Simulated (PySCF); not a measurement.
## Atomic charges against the basis set

Species: C4H6F2.
Cartesian coordinates in Å at the PBE0-D3(BJ)/def2-SVP level; atoms count from 1:
```
atom  x, y, z in Å
C1    -1.6446   -0.0215   -0.1417
C2    -0.2724   -0.6876   -0.1519
C3     0.7730    0.1020    0.5703
C4     1.8637    0.6007    0.0029
F5     2.1860    0.4673   -1.2656
F6     2.7847    1.2977    0.6282
H7    -2.0008    0.1473    0.8869
H8    -2.3914   -0.6469   -0.6541
H9    -1.6147    0.9562   -0.6465
H10    0.0529   -0.8626   -1.1889
H11   -0.3508   -1.6853    0.3154
H12    0.6552    0.3056    1.6375
```

PBE0 throughout (PySCF), one geometry, spherical d and f functions. Isolated species at its PBE0-D3(BJ)/def2-SVP geometry (one conformer only). Atoms taken as equivalent share a column and are averaged. The first 7 of 9 kinds of atom are listed.

Mulliken charges (e):

| basis | functions | C1 | C2 | C3 | C4 | F5 | F6 | H7/H8/H9 |
| --- | --- | --- | --- | --- | --- | --- | --- | --- |
| STO-3G | 36 | -0.228 | -0.143 | -0.154 | +0.198 | -0.073 | -0.072 | +0.077 |
| 6-31G | 66 | -0.484 | -0.383 | -0.185 | +0.547 | -0.283 | -0.285 | +0.170 |
| pcSseg-0 | 66 | -0.627 | -0.565 | -0.322 | +0.692 | -0.327 | -0.327 | +0.234 |
| 6-31G* | 96 | -0.519 | -0.372 | -0.278 | +0.637 | -0.278 | -0.279 | +0.177 |
| cc-pVDZ | 114 | -0.088 | -0.051 | -0.179 | +0.318 | -0.135 | -0.136 | +0.047 |
| def2-SVP | 114 | -0.089 | -0.041 | -0.235 | +0.399 | -0.169 | -0.166 | +0.047 |
| aug-cc-pVDZ | 192 | +0.339 | +0.266 | +0.744 | +0.892 | -0.476 | -0.470 | -0.124 |
| 6-311+G(2d,p) | 198 | -0.525 | -0.224 | +0.170 | +0.358 | -0.321 | -0.302 | +0.146 |
| def2-TZVP | 222 | -0.363 | -0.149 | -0.266 | +0.359 | -0.159 | -0.157 | +0.122 |
| cc-pVTZ | 264 | -0.286 | -0.148 | -0.291 | +0.346 | -0.129 | -0.130 | +0.099 |
| IGLO-III | 270 | -0.340 | -0.217 | -0.167 | +0.457 | -0.214 | -0.218 | +0.118 |

IAO charges (e):

```
        basis  functions      C1      C2      C3      C4      F5      F6  H7/H8/H9
       STO-3G         36  -0.391  -0.258  -0.256  +0.280  -0.092  -0.089    +0.132
        6-31G         66  -0.427  -0.261  -0.248  +0.482  -0.232  -0.229    +0.146
     pcSseg-0         66  -0.418  -0.269  -0.261  +0.487  -0.224  -0.221    +0.144
       6-31G*         96  -0.407  -0.246  -0.268  +0.542  -0.242  -0.240    +0.138
      cc-pVDZ        114  -0.406  -0.245  -0.271  +0.540  -0.241  -0.238    +0.138
     def2-SVP        114  -0.396  -0.242  -0.264  +0.538  -0.242  -0.239    +0.135
  aug-cc-pVDZ        192  -0.418  -0.251  -0.267  +0.547  -0.251  -0.249    +0.142
6-311+G(2d,p)        198  -0.420  -0.253  -0.266  +0.547  -0.252  -0.250    +0.143
    def2-TZVP        222  -0.420  -0.253  -0.270  +0.555  -0.253  -0.250    +0.143
      cc-pVTZ        264  -0.421  -0.253  -0.271  +0.554  -0.251  -0.248    +0.143
     IGLO-III        270  -0.421  -0.254  -0.268  +0.551  -0.253  -0.251    +0.143
```

Some averages cover members that differ in this geometry, most widely: H7/H8/H9, Mulliken in aug-cc-pVDZ -0.147 to -0.111 e.

Q: Which scheme is steadiest as the basis changes?

A: Largest range over the bases for any column: IAO 0.27 e, Mulliken 1.07 e. IAO charges move least and Mulliken charges most, counted in e. Without the minimal STO-3G basis the ranges are IAO 0.07, Mulliken 1.07 e.

Q: How much do the charges still move between the two largest bases, cc-pVTZ and IGLO-III?

A: At most, over all atoms: Mulliken 0.124 e, IAO 0.004 e.

Q: What do the same runs give for the total energy, the frontier levels and the dipole moment?

A: 
| basis | energy (Eh) | HOMO (eV) | LUMO (eV) | μ (D) |
| --- | --- | --- | --- | --- |
| STO-3G | -350.5870 | -4.08 | 4.28 | 0.24 |
| 6-31G | -355.2244 | -7.13 | 0.90 | 1.92 |
| pcSseg-0 | -354.5035 | -7.38 | 0.67 | 1.73 |
| 6-31G* | -355.3093 | -6.84 | 1.24 | 1.27 |
| cc-pVDZ | -355.3370 | -6.99 | 1.02 | 1.32 |
| def2-SVP | -355.0539 | -7.11 | 0.90 | 1.41 |
| aug-cc-pVDZ | -355.3617 | -7.20 | -0.11 | 1.63 |
| 6-311+G(2d,p) | -355.4294 | -7.23 | 0.20 | 1.66 |
| def2-TZVP | -355.4641 | -7.18 | 0.71 | 1.52 |
| cc-pVTZ | -355.4491 | -7.13 | 0.77 | 1.45 |
| IGLO-III | -355.4706 | -7.21 | 0.54 | 1.60 |

The dipole is fixed by the density alone, so its range of 1.68 D shows that the density itself changes with the basis, not only its division among atoms.
